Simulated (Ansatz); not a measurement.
A calculation on rock-salt MgO returned lattice constant a 4.253 Å, bulk modulus 152 GPa, cohesive energy 5.14 eV/atom.

For reference: lattice constant a 4.189 Å (measured, static lattice: zero-point anharmonic expansion removed; as tabulated in Mejia-Rodriguez and Trickey (2018), arXiv:1807.09216); bulk modulus 170 GPa (measured, 0 K value with the zero-point phonon effect removed; as tabulated in Mejia-Rodriguez and Trickey (2018), arXiv:1807.09216); cohesive energy 5.2 eV/atom (measured, static lattice: zero-point vibration energy added, our sources range from 5.19 to 5.27; as tabulated in Mejia-Rodriguez and Trickey (2018), arXiv:1807.09216).

Question: Which level of theory produced these numbers?
A. B3LYP (VWN-RPA form) (Ansatz, a program for electronic structure)
B. HSE06-D3(BJ) (Ansatz)
C. rVV10 (Ansatz)
D. PBE0-D3(BJ) (Ansatz)

Answer: C, rVV10 (Ansatz)

The others give: B3LYP (VWN-RPA form) 4.223 Å, 161 GPa, 4.79 eV/atom; PBE0-D3(BJ) 4.156 Å, 178 GPa, 5.24 eV/atom; HSE06-D3(BJ) 4.151 Å, 180 GPa, 5.27 eV/atom.

Unless a cell is named, each level is at its own relaxed cell (B3LYP (VWN-RPA form) 9.42, HSE06-D3(BJ) 8.94, PBE0-D3(BJ) 8.97, rVV10 9.61 Å³/atom).

Ansatz's density-functional and Hartree–Fock values are scalar-relativistic unless marked +SOC, with PAW data made under PBE.
